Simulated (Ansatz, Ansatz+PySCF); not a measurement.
```xyz
4

N     0.0000    0.0001   -0.5666
N     0.0000   -0.0001    0.5666
H     0.0000    0.9161   -0.8410
H     0.0000   -0.9161    0.8410
```

RHF on singlet N₂H₂ was run in several spherical basis sets with Ansatz (development build ahead of 0.2.0). Caution for RHF: no unrestricted run beside it, a lower state can exist.

(1) Rank the basis sets by the total energy that they give, lowest first, with the distance from the lowest.
A. 6-31G(d)
B. 6-31G
C. cc-pVDZ
D. STO-3G
E. cc-pVTZ
F. def2-TZVP
G. def2-SVP

Answers

(1) F (0.00 eV), E (0.10 eV), C (1.11 eV), A (1.49 eV), B (3.44 eV), G (3.71 eV), D (41.78 eV).

Totals follow the description of the cores as much as that of the bonds, so this order isn't one of quality for chemistry.
